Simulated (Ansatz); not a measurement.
Input for Ansatz (development build ahead of 0.2.0):

```yaml
crystal:
  periodic: [false, false, false]
  atoms:
    - { symbol: Li, position_ang: [0.0, 0.0, -4.74] }
    - { symbol: O, position_ang: [0.0, 0.0, 0.0] }
    - { symbol: H, position_ang: [0.0, 0.0, 0.95] }
basis:
  gaussian: { orbitals: def2-SVP }
magnetization:
  spin_polarized: true
hamiltonian:
  xc: hf
scf:
  omitted_lower_state_checks: [starts, atomic_configurations, cluster_reference, orbital_swaps, given_window_search, neighbouring_geometries, increment]
output:
  forces: true
```

The input is written out in the form of the current development build from the run's settings.

Results

```yaml
Converged: yes
Total_energy: -82.75047 hartree
Spin_squared_of_the_determinant: 1.005
Stability_test: minimum
```

Forces (eV/Å):
| atom | Fx | Fy | Fz |
| --- | --- | --- | --- |
| Li1 | 0.000 | 0.000 | 0.002 |
| O2 | 0.000 | 0.000 | -0.359 |
| H3 | 0.000 | 0.000 | 0.357 |

Caution: the unrestricted determinant is a mixture of spin states.
